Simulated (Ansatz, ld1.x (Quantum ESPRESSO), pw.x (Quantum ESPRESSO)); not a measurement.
From atom to crystal: TM potential for C (Z = 6)

* Element: C (Z = 6)
* Generator: ld1.x (Quantum ESPRESSO) 7.5
* Type: norm-conserving Troullier–Martins (Kleinman–Bylander form)
* Functional: LDA (PW92)
* Relativity: scalar-relativistic
* Frozen core: [He]
* Valence charge: 4
* Reference configuration: 2s2 2p2
* Partial waves: 2s (bound): rc 0.95 bohr; 2p (bound): rc 3.05 bohr; 3d channel at 0.25 Ry: rc 2.55 bohr
* Local potential: the d channel
* Core correction: none

Crystal test: diamond C in pw.x 7.5, no spin, 13³ k-points, Fermi–Dirac smearing 0.01 Ry, cutoffs 110/440 Ry. The reference is all-electron LAPW (Ansatz 0.2.0) with the same functional, mesh and smearing; V0 and B0 come from Birch–Murnaghan fits to the pressures at five volumes. Errors are pseudo minus all-electron; Δ is the rms difference of the E(V) curves that follow from these fits, minima aligned, over ±6 % about the mean V0. Mesh and smearing are coarse, so the numbers serve the comparison and aren't converged zero-temperature values; the lattice is a test structure that the element need not adopt.

All-electron: a0 = 3.532 Å (V0 = 5.51 Å³/atom), B0 = 467.4 GPa.

Problem. How far does the potential miss the all-electron equation of state?

Solution. converged, but broken (pressure over 100 GPa off). The pressure does not cross zero within the volumes sampled, so no fit is given. The largest radius (3.05 bohr) exceeds half the bond length (1.44 bohr), so the spheres overlap, which is one possible source of error among others. The pseudo pressure rises with volume over the whole range, a mechanical instability. Atomic configuration tests: 2 of 9 tests not solved or not reliable. A pressure error of this size marks a broken potential; the numbers have no physical meaning.

| V (Å³/atom) | P all-electron (GPa) | P pseudo (GPa) |
| --- | --- | --- |
| 5.230 | 26.63 | -176.73 |
| 5.367 | 12.68 | -176.41 |
| 5.505 | 0.26 | -175.38 |
| 5.643 | -10.80 | -173.81 |
| 5.780 | -20.64 | -171.82 |

Problem. At the middle volume, how do free energy and pressure move when the wave cutoff is lowered (ecutrho kept at four times it)?

Solution.

```csv
cutoff (Ry),shift of F (meV/atom),shift of P (GPa)
50,+32.8,+0.18
66,+26.7,-0.86
88,+7.4,-0.86
```

The run at the middle volume (84 k-points, 7 iterations) took about 8.6 s on one core of a shared host (Neoverse-V1, 32 threads, 247 GiB, load 25).
